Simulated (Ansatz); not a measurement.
`NC(N)(N)S`, charge 0, multiplicity 1.

Q: Give a relaxed structure at PBE0-D4/def2-TZVP (Ansatz 0.2.0). (An estimate is asked.)

A: The calculation gave: 
Z-matrix (Å, degrees):
```
C
N 1 1.445
N 1 1.445 2 119.5
N 1 1.427 2 106.2 3 119.9
S 1 1.869 2 102.5 3 -117.7
H 2 1.013 1 109.3 3 -66.4
H 2 1.011 1 111.3 3 55.1
H 3 1.011 1 110.8 2 -58.6
H 3 1.014 1 109.2 2 62.1
H 4 1.011 1 110.3 2 56.7
H 4 1.011 1 110.3 2 177.8
H 5 1.342 1 95.0 2 164.9
```
This is one stationary point; other conformers may exist.
